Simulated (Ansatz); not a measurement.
Method: Ansatz (a first-principles code) with B3LYP-D3(BJ)/def2-TZVP. No frequencies were computed at this level.

Ansatz 0.2 input:
```yaml
crystal:
  periodic: [false, false, false]
  atoms:
    - { symbol: C, position_ang: [0.852181, -0.069256, 0.00569] }
    - { symbol: C, position_ang: [-0.612318, 0.057469, -0.043545] }
    - { symbol: H, position_ang: [1.313989, -1.036733, -0.014513] }
    - { symbol: H, position_ang: [1.470154, 0.788425, 0.182686] }
    - { symbol: H, position_ang: [-1.059926, -0.089158, 0.949846] }
    - { symbol: H, position_ang: [-0.912374, 1.047363, -0.384442] }
    - { symbol: H, position_ang: [-1.051707, -0.698109, -0.695722] }
basis:
  gaussian: { orbitals: def2-tzvp }
hamiltonian:
  xc: b3lyp
  dispersion: d3bj
relax:
  max_steps: 150
magnetization:
  spin_polarized: true
  initial_magnetization: 1
```

Output:

```
Functional definition: B3LYP
580 factors; their error is unknown
mean field evaluation 1: about -2148.3613 eV, gradient 3.7e1 eV
mean field evaluation 2: about -2145.1867 eV, gradient 4.3e1 eV
mean field evaluation 4: about -2154.9431 eV, gradient 5.2e-1 eV
mean field evaluation 8: about -2154.9295 eV, gradient 2.8e-1 eV
mean field evaluation 16: about -2154.9298 eV, gradient 8.1e-6 eV
mean field -2154.92978200 eV, -79.1922088246 hartree, gradient 8.1e-6 eV, S^2 0.753922; 0 other end points of the search recorded, 0 dependent functions left out
reference -2154.92999695 eV, -79.1922167241 hartree; 9, 8 occupied and 83, 84 virtual orbitals, 580 factors
relax step   1: F+E_penalty+E_count = -2155.05640823 eV  Δ(F+E_penalty+E_count) = +0.000e0 eV  max|allowed force component| = 2.642e-1 eV/Å  Δτ_max = 0.0000 Å  (27 SCF iters, accepted)
these checks for a lower state are left out or cut short: starts, cluster_reference, orbital_swaps, neighbouring_geometries, increment
580 factors; their error is unknown
mean field -2154.93801565 eV, -79.1925114056 hartree, gradient 1.6e-5 eV, S^2 0.753981; 0 other end points of the search recorded, 0 dependent functions left out
reference -2154.93823112 eV, -79.1925193239 hartree; 9, 8 occupied and 83, 84 virtual orbitals, 580 factors
relax step   2: F+E_penalty+E_count = -2155.06427779 eV  Δ(F+E_penalty+E_count) = -7.870e-3 eV  max|allowed force component| = 7.057e-2 eV/Å  Δτ_max = 0.0155 Å  (31 SCF iters, accepted)
these checks for a lower state are left out or cut short: starts, cluster_reference, orbital_swaps, neighbouring_geometries, increment
580 factors; their error is unknown
mean field -2154.93871311 eV, -79.1925370368 hartree, gradient 1.6e-5 eV, S^2 0.754000; 0 other end points of the search recorded, 0 dependent functions left out
reference -2154.93892874 eV, -79.1925449611 hartree; 9, 8 occupied and 83, 84 virtual orbitals, 580 factors
relax step   3: F+E_penalty+E_count = -2155.06485658 eV  Δ(F+E_penalty+E_count) = -5.788e-4 eV  max|allowed force component| = 1.941e-2 eV/Å  Δτ_max = 0.0055 Å  (31 SCF iters, accepted)
these checks for a lower state are left out or cut short: starts, cluster_reference, orbital_swaps, neighbouring_geometries, increment
580 factors; their error is unknown
mean field evaluation 32: about -2154.9520 eV, gradient 4.3e-1 eV
mean field -2154.93877021 eV, -79.1925391351 hartree, gradient 1.6e-5 eV, S^2 0.753998; 0 other end points of the search recorded, 0 dependent functions left out
reference -2154.93898584 eV, -79.1925470596 hartree; 9, 8 occupied and 83, 84 virtual orbitals, 580 factors
relax step   4: F+E_penalty+E_count = -2155.06491205 eV  Δ(F+E_penalty+E_count) = -5.547e-5 eV  max|allowed force component| = 1.634e-3 eV/Å  Δτ_max = 0.0116 Å  (30 SCF iters, accepted)
these checks for a lower state are left out or cut short: starts, cluster_reference, orbital_swaps, neighbouring_geometries, increment
580 factors; their error is unknown
mean field -2154.93881477 eV, -79.1925407728 hartree, gradient 1.6e-5 eV, S^2 0.753999; 0 other end points of the search recorded, 0 dependent functions left out
reference -2154.93903050 eV, -79.1925487007 hartree; 9, 8 occupied and 83, 84 virtual orbitals, 580 factors
relax step   5: F+E_penalty+E_count = -2155.06495256 eV  Δ(F+E_penalty+E_count) = -4.051e-5 eV  max|allowed force component| = 9.261e-3 eV/Å  Δτ_max = 0.0218 Å  (29 SCF iters, accepted)
580 factors; their error is unknown
mean field evaluation 64: about -2154.9388 eV, gradient 4.0e-3 eV
mean field -2154.93881477 eV, -79.1925407728 hartree, gradient 1.6e-5 eV, S^2 0.753999; 1 other end points of the search recorded, 0 dependent functions left out
reference -2154.93903050 eV, -79.1925487007 hartree; 9, 8 occupied and 83, 84 virtual orbitals, 580 factors
Total energy: -2155.06516829 eV, -79.1971841792 hartree
Atom 0 at     0.860570    -0.070132     0.004858 Å, force     0.008098    -0.000680     0.001199 eV/Å
Atom 1 at    -0.616513     0.056375    -0.042709 Å, force     0.009261    -0.000908    -0.000989 eV/Å
Atom 2 at     1.337950    -1.039059    -0.048748 Å, force    -0.005792     0.007661     0.000183 eV/Å
Atom 3 at     1.485943     0.785219     0.221204 Å, force    -0.007008    -0.006692    -0.001522 eV/Å
Atom 4 at    -1.069921    -0.064240     0.953392 Å, force    -0.001455     0.000747    -0.001669 eV/Å
Atom 5 at    -0.928747     1.037954    -0.406878 Å, force    -0.001956    -0.001959     0.001054 eV/Å
Atom 6 at    -1.069282    -0.706115    -0.681118 Å, force    -0.001148     0.001830     0.001745 eV/Å
Dipole moment:    -0.059533     0.001255     0.023165 e Å
```

Cost: about 14 core-seconds (a rough figure).
